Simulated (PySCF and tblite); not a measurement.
Results of a calculation; reference values are marked as such.
C5H8, numbered as in [CH2:1]=[CH:2][CH2:3][CH:4]=[CH2:5].

The ensemble was built from 90 distance-geometry starts (ETKDG and KDG, MMFF94s, GFN2-xTB) and rests on PBE0-D3(BJ)/def2-SVP geometries. Free energies are TPSS-D3(BJ)/def2-TZVP (IEF-PCM, chloroform) single points with GFN2-xTB rigid-rotor and vibrational terms (modes under about 100 cm⁻¹ blended into free rotors). Symmetry numbers and mirror images are counted. Conformers within 3 kcal/mol (GFN2-xTB free energy) were kept, 4 at most. GIAO shieldings: PBE0/pcSseg-1 (IEF-PCM, chloroform). Shifts are against TMS (¹H), TMS (¹³C) at the same level. Codes: tblite and PySCF.

Torsions listed: C1–C2–C3–C4, C2–C3–C4–C5. Of a mirror pair one member is shown.

```csv
conformer,shape,symmetry,"E(GFN2, own minimum) kcal/mol",E(DFT) kcal/mol
1,"117°, -12°",C1 (pair),0.52,0.20
2,"118°, 117°",C2 (pair),0.03,0.00
3,"121°, -121°",Cs,0.00,0.33
```

**Question.** How much do the weights at 298.15 K and the averaged shift of C3 depend on how the conformers are weighted?

**Answer.** 
| weighting | 1 (%) | 2 (%) | 3 (%) | δ (ppm) | rms dipole (D) |
| --- | --- | --- | --- | --- | --- |
| DFT energy with thermal terms, symmetry and mirror images (full scheme) | 47 | 33 | 20 | 43.6 | 0.44 |
| DFT energy with symmetry and mirror images | 47 | 33 | 19 | 43.6 | 0.44 |
| bare DFT energy | 31 | 44 | 25 | 44.3 | 0.40 |
| GFN2-xTB energy with symmetry and mirror images | 30 | 34 | 36 | 44.4 | 0.41 |
| GFN2-xTB free energy | 30 | 33 | 37 | 44.4 | 0.41 |
| leading conformer alone | 100 | 0 | 0 | 41.4 | 0.56 |
| equal weights | 33 | 33 | 33 | 44.2 | 0.42 |
| full scheme, search stopped after three starts | 71 | 0 | 29 | 42.8 | 0.53 |

The largest departure from the full scheme, 2.2 ppm, comes with: leading conformer alone.
